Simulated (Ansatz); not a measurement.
Born–Oppenheimer molecular dynamics of H₆OSi₂ (9 atoms, charge 0, multiplicity 1). It starts at the highest image of a converged band. Of that band: Neighbouring images differ by up to 1.8 eV, so the band resolves the path poorly. A vibrational analysis at the climbing image gives 2 clearly imaginary modes (2106i, 59i cm⁻¹): a point of higher order. A lower path may pass nearby, or the ends, which weren't checked, may share the extra mode.

Theory: Ansatz, RHF/def2-SVP.

```
ensemble                      : NVE (velocity Verlet)
time step                     : 0.5 fs
steps asked                   : 200
starting velocities drawn for : 300 K
seed                          : 11471
```

First frame:

```xyz
9
Properties=species:S:1:pos:R:3
Si 0.388 0.091 -0.546
O 0.343 -0.125 1.304
Si -0.404 -0.485 2.756
H -1.320 -1.630 2.572
H 0.643 -0.832 3.737
H -1.167 0.692 3.219
H 1.396 -0.284 0.684
H -0.192 1.440 -0.789
H -0.646 -0.849 -1.060
```

Task: How far do the bonds stretch over the last three quarters of this one trajectory? (Pairs bonded in most of those frames.)

Result: 
```
  bond  mean (Å)  spread (Å)  shortest  longest
Si1–H8     1.522       0.015      1.50     1.56
Si1–H9     1.521       0.031      1.47     1.57
O2–Si3     1.683       0.040      1.61     1.74
 O2–H7     0.957       0.055      0.87     1.05
Si3–H4     1.478       0.034      1.42     1.53
Si3–H5     1.488       0.039      1.42     1.55
Si3–H6     1.489       0.018      1.45     1.53
```

Mean temperature of the second half: 943 K. The conserved energy stayed within 0.59 meV per atom of its start (net change -0.4 meV per atom), so the integration is sound. The kinetic energy rose, since the run started high on the potential surface and went downhill. It ends in pieces (H2Si + H4OSi), so much of that is their flight and rotation, not heat. A run of 0.1 ps of so small a system gives no equilibrium averages. The orbitals stay closed-shell, which can raise the energy where a bond breaks towards radicals; this wasn't checked here.

Run time: 2 min on 1 thread of Intel(R) Xeon(R) 6975P-C (Granite Rapids), with other jobs on the host, peak memory 0.15 GiB.
